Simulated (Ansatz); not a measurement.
Results of r²SCAN (plane waves, PAW; Ansatz, a first-principles code) for hexagonal-diamond Si (model structure).

Numerical settings: plane-wave cutoff 500 eV, 12×12×6 k mesh (along the axes of the cell as run), gaussian smearing 0.02 eV, scalar-relativistic PAW data made under PBE.

Cell (relaxed at this level):

```yaml
crystal:
  lattice:
    - [1.91587, -3.31838, 0.00000]
    - [1.91587, 3.31838, 0.00000]
    - [0.00000, 0.00000, 6.34225]
  atoms:
    - { symbol: Si, position: [0.33333, 0.66667, 0.06309] }
    - { symbol: Si, position: [0.66667, 0.33333, 0.56309] }
    - { symbol: Si, position: [0.66667, 0.33333, 0.93691] }
    - { symbol: Si, position: [0.33333, 0.66667, 0.43691] }
```

Task: Estimate the band gap that the calculation returns.

Result: 
* **band gap**: 0.61 eV (on the SCF k mesh)

Note: the relaxation could raise the start's symmetry but not lower it, so the cell can be a saddle point.

Computed values are for the static lattice.

The result took roughly 40 core-seconds.

A model structure was made by putting elements into a prototype or built by hand; it is no filed structure, need not be a known phase, and can be a saddle point held by its symmetry.
